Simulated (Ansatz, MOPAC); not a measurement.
Species: C₂H₃O, net charge 0, doublet state. SMILES: C[C]=O

Atoms: C1, C2, H3, H4, H5, O6. Bonds: C1-C2, C1-H3, C1-H4, C1-H5, C2-O6.

Bond lengths (Å) and angles (degrees) optimised at AM1 with MOPAC; HF/3-21G with Ansatz (a first-principles code); HF/6-31G* with Ansatz; PBE/6-31G* with Ansatz, each started from the B3LYP-D3(BJ)/def2-TZVP structure (Ansatz) of the last column. A row stands for all coordinates that are equal there; 7 of 9 kinds are shown. 6-31G* holds six Cartesian d functions. No wavenumbers were computed at PBE/6-31G*, so these may be saddle points.

```json
[
 {"coordinate": "C1-C2", "AM1": "1.446", "HF/3-21G": "1.513", "HF/6-31G*": "1.513", "PBE/6-31G*": "1.515", "B3LYP-D3(BJ)/def2-TZVP": "1.507"},
 {"coordinate": "C1-H3", "AM1": "1.120", "HF/3-21G": "1.083", "HF/6-31G*": "1.084", "PBE/6-31G*": "1.105", "B3LYP-D3(BJ)/def2-TZVP": "1.093"},
 {"coordinate": "C1-H4", "AM1": "1.120", "HF/3-21G": "1.083", "HF/6-31G*": "1.084", "PBE/6-31G*": "1.103", "B3LYP-D3(BJ)/def2-TZVP": "1.091"},
 {"coordinate": "C2-O6", "AM1": "1.195", "HF/3-21G": "1.184", "HF/6-31G*": "1.165", "PBE/6-31G*": "1.200", "B3LYP-D3(BJ)/def2-TZVP": "1.178"},
 {"coordinate": "C1-C2-O6", "AM1": "143.8", "HF/3-21G": "132.2", "HF/6-31G*": "129.3", "PBE/6-31G*": "127.9", "B3LYP-D3(BJ)/def2-TZVP": "128.8"},
 {"coordinate": "C2-C1-H3", "AM1": "112.3", "HF/3-21G": "111.2", "HF/6-31G*": "110.6", "PBE/6-31G*": "112.0", "B3LYP-D3(BJ)/def2-TZVP": "111.2"},
 {"coordinate": "C2-C1-H4", "AM1": "109.0", "HF/3-21G": "108.8", "HF/6-31G*": "109.0", "PBE/6-31G*": "108.7", "B3LYP-D3(BJ)/def2-TZVP": "108.6"}
]
```

Mean signed difference of all 5 bond lengths from B3LYP-D3(BJ)/def2-TZVP: AM1 0.008 Å, HF/3-21G -0.003 Å, HF/6-31G* -0.006 Å, PBE/6-31G* 0.014 Å.
